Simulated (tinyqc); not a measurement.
Hueckel theory of the pi electrons with the omega technique, for the molecule C=C (SMILES; centres numbered as the heavy atoms are written), step by step. One step of it, computed by the program tinyqc.

Problem. Energy, charges, bond orders. E = sum n x; q_r = z_r - P_rr; bond order p = P_rs; free valence = sqrt(3) - sum of p over the bonds of the atom.

x values: [1.000000, -1.000000]

occupations: [2.000000, 0.000000]

charge and bond-order matrix P, order 1C, 2C:
$$\begin{pmatrix}
1.000000 & 1.000000 \\
1.000000 & 1.000000
\end{pmatrix}$$

Centres:
```
centre  z_r, pi electrons of the neutral centre         h
1C                                            1  0.000000
2C                                            1  0.000000
```

Bonds:
```
i  j  k
1  2  1
```

Give: pi energy = 2 alpha + this times beta; pi charges; Bond orders and lengths from R = 1.517 - 0.180 p; free valence of the carbons; gap between the highest filled and the next level.

Solution.

pi energy = 2 alpha + this times beta = 2.000

pi charges: 1C 0.000, 2C 0.000

Bond orders and lengths from R = 1.517 - 0.180 p (angstrom, C-C alone):
```
bond      p      R
1-2   1.000  1.337
```

free valence of the carbons: 1C 0.732, 2C 0.732

gap between the highest filled and the next level = 2.000 |beta|
